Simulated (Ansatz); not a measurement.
C2HFO2, relaxed with RKS PBE-D4/def2-SVP in the Gaussian-basis code of Ansatz from a rough embedded geometry. The force threshold is 0.03 eV/Å; the program also tests the step.

Total charge 0; spin multiplicity 1. The bonds changed during the relaxation, so this is another structure than the one it started from.

Start:

```xyz
6

O     0.425   -0.507    1.191
C    -0.638   -0.287    0.419
C    -0.559   -0.076   -0.910
F     0.524   -0.112   -1.527
O    -0.913    0.972   -0.068
H     1.160    0.011    0.894
```

(1) How much energy does the relaxation release, and in how many steps? (Best estimate.)

(2) Which bonds change most? (Best estimate.)

(3) Give the relaxed structure. (Estimate.)

Answers

(1) The calculation gave: 271.26 kJ/mol, in 18 steps.

(2) Computed: C2–O5 from 1.378 to 1.224 Å; C2–C3 from 1.349 to 1.488 Å; C3–F4 from 1.247 to 1.317 Å; O1–H6 from 0.947 to 0.981 Å.

(3) Computed: 
```xyz
6

O     0.401   -0.047    1.348
C    -0.317    0.214    0.249
C    -0.228   -0.562   -1.018
F     0.354    0.162   -1.952
O    -1.300    0.944    0.240
H     1.090   -0.711    1.133
```
